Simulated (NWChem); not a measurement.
Program: NWChem. System: nitrogen dioxide (NO$_{2}$), charge 0, spin multiplicity 2, at a geometry optimised with UB3LYP/def2-SVP. Its SCF solution wasn't tested for a lower state. Level: UMP2/def2-TZVP, 3 core orbitals frozen.

The NWChem input:

```
start mol
memory heap 200 mb stack 900 mb global 1100 mb
geometry units angstroms nocenter noautoz
  O     -1.099437     0.000000     0.139935
  N      0.000000     0.000000    -0.319852
  O      1.099437     0.000000     0.139935
  symmetry group C2v
end
basis spherical
  * library def2-tzvp
end
scf
  uhf
  nopen 1
  maxiter 100
  thresh 1e-7
  semidirect memsize 60000000 filesize 0
  # guess.movecs holds the orbitals of an unrestricted PBE0 run
  vectors input guess.movecs output mol.movecs
end
mp2
  freeze core 3
end
task mp2 energy
```

Part of the output:

```
             Northwest Computational Chemistry Package (NWChem) 7.3.0
             --------------------------------------------------------

                                NWChem Input Module
                                -------------------

 Scaling coordinates for geometry "geometry" by  1.889725989
 (inverse scale =  0.529177249)

 Turning off AUTOSYM since
 SYMMETRY directive was detected!

                             Geometry "geometry" -> ""
                             -------------------------

 Output coordinates in angstroms (scale by  1.889725989 to convert to a.u.)

  No.       Tag          Charge          X              Y              Z
 ---- ---------------- ---------- -------------- -------------- --------------
    1 O                    8.0000    -1.09943700     0.00000000     0.13993500
    2 N                    7.0000     0.00000000     0.00000000    -0.31985200
    3 O                    8.0000     1.09943700     0.00000000     0.13993500

 Effective nuclear repulsion energy (a.u.)      65.1357033684

            Nuclear Dipole moment (a.u.)
            ----------------------------
        X                 Y               Z
 ---------------- ---------------- ----------------
     0.0000000000     0.0000000000    -0.0000075589

      Symmetry information
      --------------------

 Group name             C2v
 Group number             16
 Group order               4
 No. of unique centers     2

      Symmetry unique atoms

     1    2


 Summary of "ao basis" -> "" (spherical)
 ------------------------------------------------------------------------------
       Tag                 Description            Shells   Functions and Types
 ---------------- ------------------------------  ------  ---------------------
 *                         def2-tzvp                  on all atoms

 Summary of "ao basis" -> "ao basis" (spherical)
 ------------------------------------------------------------------------------
       Tag                 Description            Shells   Functions and Types
 ---------------- ------------------------------  ------  ---------------------
 O                         def2-tzvp                11       31   5s3p2d1f
 N                         def2-tzvp                11       31   5s3p2d1f

                                 NWChem SCF Module
                                 -----------------

  ao basis        = "ao basis"
  functions       =    93
  atoms           =     3
  alpha electrons =    12
  beta  electrons =    11
  charge          =   0.00
  wavefunction    = UHF
  use symmetry    = T
  symmetry adapt  = T

 Summary of "ao basis" -> "ao basis" (spherical)
 ------------------------------------------------------------------------------
       Tag                 Description            Shells   Functions and Types
 ---------------- ------------------------------  ------  ---------------------
 O                         def2-tzvp                11       31   5s3p2d1f
 N                         def2-tzvp                11       31   5s3p2d1f

      Symmetry analysis of basis
      --------------------------

        a1         35
        a2         13
        b1         28
        b2         17

 Forming initial guess at       0.1s

   Symmetry analysis of molecular orbitals - initial alpha
   -------------------------------------------------------

  Numbering of irreducible representations:

     1 a1          2 a2          3 b1          4 b2

  Orbital symmetries:

     1 b1          2 a1          3 a1          4 a1          5 b1
[...]
    1 O    8     4.27   0.40  0.59  0.30  0.50  0.16  0.97  1.00  0.32  0.00  0.02  0.00
    2 N    7     3.46   0.41  0.58  0.33  0.33  0.11  0.79  0.70  0.10  0.02  0.08  0.01
    3 O    8     4.27   0.40  0.59  0.30  0.50  0.16  0.97  1.00  0.32  0.00  0.02  0.00

   Mulliken analysis of the beta density
   -------------------------------------

    Atom       Charge   Shell Charges
 -----------   ------   -------------------------------------------------------
    1 O    8     4.02   0.40  0.59  0.29  0.49  0.18  0.82  0.90  0.33  0.00  0.02  0.00
    2 N    7     2.95   0.41  0.58  0.28  0.31  0.03  0.56  0.55  0.13  0.02  0.08  0.01
    3 O    8     4.02   0.40  0.59  0.29  0.49  0.18  0.82  0.90  0.33  0.00  0.02  0.00

   Mulliken analysis of the spin density
   -------------------------------------

    Atom       Charge   Shell Charges
 -----------   ------   -------------------------------------------------------
    1 O    8     0.25   0.00 -0.00  0.01  0.01 -0.02  0.15  0.10 -0.01  0.00 -0.00  0.00
    2 N    7     0.50   0.00 -0.00  0.05  0.02  0.08  0.23  0.15 -0.03  0.00  0.00 -0.00
    3 O    8     0.25   0.00 -0.00  0.01  0.01 -0.02  0.15  0.10 -0.01  0.00 -0.00  0.00

       Multipole analysis of the density wrt the origin
       ------------------------------------------------

     L   x y z        total         alpha         beta         nuclear
     -   - - -        -----         -----         ----         -------
     0   0 0 0     -0.000000    -12.000000    -11.000000     23.000000

     1   1 0 0      0.000000     -0.000000      0.000000      0.000000
     1   0 1 0      0.000000      0.000000     -0.000000      0.000000
     1   0 0 1     -0.264500      0.098975     -0.363467     -0.000008

     2   2 0 0    -13.754610    -42.632397    -40.187266     69.065053
     2   1 1 0      0.000000      0.000000      0.000000      0.000000
     2   1 0 1      0.000000      0.000000      0.000000      0.000000
     2   0 2 0    -11.027590     -5.644478     -5.383112      0.000000
     2   0 1 1     -0.000000     -0.000000     -0.000000      0.000000
     2   0 0 2    -11.407610     -8.380602     -6.703226      3.676218

                   NWChem MP2 Semi-direct Energy/Gradient Module
                   ---------------------------------------------

  Basis functions       =     93
  Molecular orbitals    =     93
  Frozen core           =      3
  Frozen virtuals       =      0
  Active alpha occupied =      9
  Active beta occupied  =      8
  Active alpha virtual  =     81
  Active beta virtual   =     82
  Use MO symmetry       = T
  Use skeleton AO sym   = T

  AO/Fock/Back tols     =   1.0D-09  1.0D-09  1.0D-09

 GA uses MA = F    GA memory limited = T

 Available:
  local mem=  1.26D+08
 global mem=  1.44D+08
 local disk=  0.00D+00
  mp2_memr nvloc                    81
  nvloc new                    81
   1 passes of   9:        5242880                      54079                  10769514.
   1 passes of   9: M    126153198           G      144161902           F     120910318.

 Semi-direct pass number   1 of   1  for UHF alpha       at        2.5s
  vrange nnbf                  4339
  mp2_eaftype                    41  avail_ma_in_mb                  1099
 EAF : mp2_eaftype filesize          41    5384757.
  mp2_eaf for mointskh                     41
Node 0 wrote     25.3 Mb in      0.0 s     Agg I/O rate:  1200.6 Mb/s
 Done moints_semi at        5.1s
  mp2_eaftype                    41  avail_ma_in_mb                  1058
 EAF : mp2_eaftype filesize          41    5384757.
  mp2_eaf for kh                    41
 Done maket at        5.3s
 Done multipass loop at        5.3s

 GA uses MA = F    GA memory limited = T

 Available:
  local mem=  1.26D+08
 global mem=  1.44D+08
 local disk=  0.00D+00
  mp2_memr nvloc                    82
  nvloc new                    82
   1 passes of   8:        5242880                      50430                   9692574.
   1 passes of   8: M    126153198           G      144161902           F     120910318.

 Semi-direct pass number   1 of   1  for UHF beta        at        5.4s
  vrange nnbf                  4339
  mp2_eaftype                    36  avail_ma_in_mb                  1099
 EAF : mp2_eaftype filesize          36    4846287.
  mp2_eaf for mointskh                     36
Node 0 wrote     22.8 Mb in      0.0 s     Agg I/O rate:  1239.4 Mb/s
 Done moints_semi at        7.9s
  mp2_eaftype                    36  avail_ma_in_mb                  1063
 EAF : mp2_eaftype filesize          36    4846287.
  mp2_eaf for kh                    36
 Done maket at        8.1s
 Done multipass loop at        8.1s

          -------------------------------------------
          SCF energy                -204.120630535315
          Correlation energy          -0.665974183578
          Singlet pairs                0.000000000000
          Triplet pairs                0.000000000000
          Total MP2 energy          -204.786604718893
          -------------------------------------------

          ---------------------------------------------------
                    Spin Component Scaled (SCS) MP2
          Same spin pairs                     -0.182892046798
          Same spin scaling factor             0.333333333333
          Opposite spin pairs                 -0.483082136780
          Opposite spin scaling fact.          1.200000000000
          SCS-MP2 correlation energy          -0.640662579735
          Total SCS-MP2 energy              -204.761293115050
          ---------------------------------------------------

 -----------------------
 Performance information
 -----------------------

 Timer overhead =  2.49D-07 seconds/call

               Nr. of calls         CPU time (s)                 Wall time (s)                GFlops
             ---------------    -------------------     ------------------------------   -------------------
Name         Min   Avg   Max    Min     Avg     Max     Min     Avg     Max   Mx/calls   Min     Max     Sum
mp2: moin     2     2     2    5.2     5.2     5.2      5.2     5.2     5.2     2.6      0.0     0.0     0.0
mp2: make     2     2     2   0.43    0.43    0.43     0.43    0.43    0.43    0.21      0.0     0.0     0.0
mp2: tota     1     1     1    5.7     5.7     5.7      5.7     5.7     5.7     5.7      0.0     0.0     0.0

 The average no. of pstat calls per process was 5.00D+00
 with a timing overhead of 1.24D-06s

 Task  times  cpu:        8.1s     wall:        8.1s

 Total times  cpu:        8.2s     wall:        8.2s
```
